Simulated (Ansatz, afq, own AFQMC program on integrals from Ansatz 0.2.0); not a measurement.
## CH₄Si, singlet in 6-31G, levels against CCSDT(Q)

```yaml
atoms:
  - { symbol: Si, position_ang: [0.0000, 0.0258, 0.4715] }
  - { symbol: C, position_ang: [0.0000, -0.1198, -1.2012] }
  - { symbol: H, position_ang: [0.0000, 1.3436, 1.1723] }
  - { symbol: H, position_ang: [1.2153, -0.7399, 0.8721] }
  - { symbol: H, position_ang: [-1.2153, -0.7399, 0.8721] }
  - { symbol: H, position_ang: [0.0000, 0.8442, -1.7414] }
```

Connectivity, by distances: SiH3–CH.

Basis 6-31G. Only valence electrons are correlated. Ansatz 0.2.0 and our own AFQMC program on the same integrals; the CISD trial comes from CCSD amplitudes, and released means the phaseless constraint is let go. Free projection: walkers drawn from exp(T), propagated without any constraint. Its projection time is finite, and what remains of the start isn't in its error. Error bars are statistical, one sigma.

Determinant: RHF, the one that the program's search chose, which needn't be the lowest solution. The geometry is a point of a scan.

No full CI on the walks' own integrals is used here; CCSDT(Q) serves as the reference and is uncertain by about the last step of the cluster series.

Cautions: higher spins were not checked; restricted determinant unstable towards unrestricted (UHF 751 meV lower, ⟨S²⟩ 0.85); the released energies move by 1.5 errors or more from one time to the next, so no released level is given (meV from the phaseless value at times in 1/Eh: 2 ± 8 at 0.24, 3 ± 9 at 0.51, 9 ± 7 at 0.99, 35 ± 10 at 1.62, 12 ± 11 at 2.40), though the last usable value meets CCSDT(Q) within the noise; CCSDT(Q) on the UHF determinant differs (932 meV lower), perhaps since the unrestricted series falls towards higher spin.

- T1 diagnostic: 0.0171
- weight of the determinant in the CISD state: 0.884
- size of the correlated space: 12 electrons in 24 orbitals

Reference: CCSDT(Q), correlation energy -4.381 eV.

```csv
level,E − E(reference) (meV),share of correlation (%)
HF,4381.3,0.00
MP2,1141.1,73.96
CCSD,135.9,96.90
CCSD(T),36.6,99.16
CCSDT,6.1,99.86
ph-AFQMC/HF,-186.3 ± 46.0,104.25
ph-AFQMC/CISD,-23.4 ± 7.6,100.53
free AFQMC,12.0 ± 9.1,99.73
```

Free projections are given only where their last times agree within the noise and don't stop above the reference; a slow remainder of the start can still hide under it. A walk keeps the symmetry of its determinant, which the program's search chose and which needn't be the lowest solution, so a lower state of the same spin and another symmetry isn't excluded.
